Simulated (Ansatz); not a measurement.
in.yaml

```yaml
crystal:
  periodic: [false, false, false]
  atoms:
    - {symbol: B, position_ang: [0.116945, -0.143997, 1.507771]}
    - {symbol: Al, position_ang: [-0.047929, 0.099981, -0.543884]}
    - {symbol: H, position_ang: [0.028691, -1.131912, -1.612883]}
basis:
  gaussian: {orbitals: 6-31G}
magnetization: {spin_polarized: false, initial_magnetization: 1}
correlation: {method: sc_nevpt2, electrons: outside_noble_gas, active_space: {window: {electrons: 7, orbitals: 9}, shells: [{species: Al, l: s, shell: 3}, {species: Al, l: p, shell: 3}, {species: B, l: s, shell: 2}, {species: B, l: p, shell: 2}, {species: H, l: s, shell: 1}]}}
```

```sh
$ ansatz run in.yaml --threads 1 --pin off --events-out ev --progress --plain --max-ram 2393MiB
```

Output:

```
510 factors; integrals over basis functions are off by at most 1.5e-7 eV
mean field evaluation 1: about -7262.7873 eV, gradient 8.9e0 eV
mean field evaluation 2: about -7262.7902 eV, gradient 8.9e0 eV
mean field evaluation 4: about -7263.6599 eV, gradient 1.5e0 eV
mean field evaluation 8: about -7263.7068 eV, gradient 6.5e-2 eV
mean field evaluation 16: about -7263.7328 eV, gradient 2.6e-1 eV
mean field evaluation 32: about -7263.7077 eV, gradient 3.0e-1 eV
mean field evaluation 64: about -7263.7807 eV, gradient 3.1e-2 eV
mean field evaluation 96: about -7263.7070 eV, gradient 1.9e-3 eV
mean field evaluation 128: about -7263.7061 eV, gradient 1.0e-1 eV
mean field -7263.99169631 eV, -266.9467711289 hartree, gradient 2.6e-6 eV, S^2 0.750000; 13 other end points of the search recorded, 0 dependent functions left out
reference -7263.99169631 eV, -266.9467711289 hartree; 10, 9 occupied and 14, 15 virtual orbitals, 510 factors
state -7266.64526055 eV, -267.0442878160 hartree
state -7266.64526055 eV, -267.0442878160 hartree; corrected -7267.05142549 eV, -267.0592141022 hartree
Total energy: -7267.05142549 eV, -267.0592141022 hartree
Checks for a lower state left out: starts, orbital_swaps
```

Natural occupations: 1.9672 1.9436 1.6991 0.9675 0.2665 0.0560 0.0552 0.0269 0.0178.

For the same geometry and basis full CI lies 176.8 meV lower.

Ran on 1 thread of AMD EPYC 7B13, shared host: 2.8 s wall, 0.11 GiB peak host memory.
